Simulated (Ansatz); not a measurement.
Geometry optimisation, Ansatz 0.2.0, UHF/6-31G*.

The input (input.yaml):

```yaml
crystal:
  periodic: [false, false, false]
  atoms:
    - { symbol: "N", position_ang: [-1.95043, 0.37724, -0.99046] }
    - { symbol: Al, position_ang: [-0.33181, 0.85125, -0.67316] }
    - { symbol: Si, position_ang: [0.90078, -0.71753, 0.80978] }
    - { symbol: H, position_ang: [-1.50319, 1.41593, -1.49815] }
    - { symbol: H, position_ang: [0.69501, 1.99984, -1.01606] }
    - { symbol: H, position_ang: [1.60445, -0.09733, 1.94955] }
    - { symbol: H, position_ang: [1.90323, -1.55341, 0.12323] }
    - { symbol: H, position_ang: [-0.12517, -1.61513, 1.35886] }
magnetization:
  spin_polarized: true
  initial_magnetization: 1
basis:
  gaussian: { orbitals: "6-31G*" }
hamiltonian:
  xc: hf
relax:
  f_tol: 0.02
  max_steps: 50
output:
  orbitals: {}
```

Command:

```bash
$ ansatz run input.yaml --threads 1 --pin off --max-ram 2048MiB --backend cpu --events-out ev --progress --plain --runs-dir out
```

Task: Where does it end, and by what steps?

Result: It converged. After 20 steps the energy has fallen by 3.118 eV; H4 moved furthest, 1.11 Å. Parted: Al2–H4.

```csv
step,energy less start (eV),largest force component (eV/Å),accepted
0,0.0000,7.207,yes
1,-1.6677,3.178,yes
2,-2.3281,4.496,yes
3,-2.7231,1.122,yes
4,-2.8086,1.486,yes
5,-2.8877,0.682,yes
6,-2.8869,0.346,no
7,-2.9050,0.367,yes
8,-2.9123,0.223,yes
9,-2.9562,1.144,yes
10,-2.8339,2.656,no
11,-3.0124,0.696,yes
12,-3.0578,0.398,yes
13,-3.0672,0.263,yes
14,-3.0864,0.563,yes
15,-3.1019,0.367,yes
16,-3.1126,0.224,yes
17,-3.1172,0.132,yes
18,-3.1087,1.027,no
19,-3.1183,0.035,yes
20,-3.1184,0.015,yes
```

```xyz
8
Properties=species:S:1:pos:R:3
N -1.534 0.834 -1.324
Al 0.094 0.976 -0.641
Si 0.903 -0.791 0.885
H -2.519 0.981 -1.354
H 0.978 2.182 -1.163
H 1.591 -0.202 2.058
H 1.878 -1.680 0.209
H -0.198 -1.640 1.395
```

Time of the run: 39 s on 1 thread of Arm Neoverse V1 (shared host), peak memory 0.14 GiB.
